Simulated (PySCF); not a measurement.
Molecule (SMILES): S (H2S).
Geometry (B3LYP-D3(BJ)/def2-TZVP, fixed):
```xyz
3

S      0.0018     0.0003     0.1031
H     -0.0075     0.9678    -0.8277
H     -0.0219    -0.9726    -0.8218
```
Charge 0, spin multiplicity 1.

Basis-set convergence of the mean static polarisability at HF with PySCF. All functions are spherical. Density fitting with generated auxiliary sets. No added dispersion term, no relativity. Reference: the value in aug-pcseg-3, 23.99 bohr³, itself unsure by roughly 0.6 % (its mean distance from aug-cc-pV(Q+d)Z, aug-pcseg-2, aug-cc-pV(T+d)Z). Deviations are taken from unrounded values.

| basis | functions |
|---|---|
| 6-31G** | 28 |
| def2-SVP | 28 |
| 6-311G** | 38 |
| def2-TZVP | 49 |
| Sadlej pVTZ | 50 |
| def2-TZVPP | 70 |
| def2-QZVPP | 130 |

Problem. Which is the smallest set listed that can be trusted to 2 % here, that is, within that of the reference together with its larger relatives (same family, alike in diffuse functions; a set with none to test it counts only in the reference's own line)?

Solution. Of the sets listed that have larger relatives (same family, alike in diffuse functions), none stays within 2 % of the reference together with them. Inside, with no larger relative to test it: Sadlej pVTZ. Value minus reference over the reference: 6-31G** -38.2, def2-SVP -40.9, 6-311G** -35.9, def2-TZVP -25.5, Sadlej pVTZ -0.4, def2-TZVPP -23.7, def2-QZVPP -11.9 %.
